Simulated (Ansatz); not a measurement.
Species: C2H3O, SMILES `C[C]=O` (charge 0, multiplicity 2), formula C$_{2}$H$_{3}$O.

**Question.** How many basis functions does frozen-core CCSD(T)/def2-TZVPP // PBE0-D4/def2-TZVP (Ansatz, a first-principles code) use, how many core orbitals are frozen, and how many electrons are correlated?

**Answer.** 135 basis functions and 3 frozen orbitals, which leaves 17 correlated electrons. Core time is of the order of minutes.
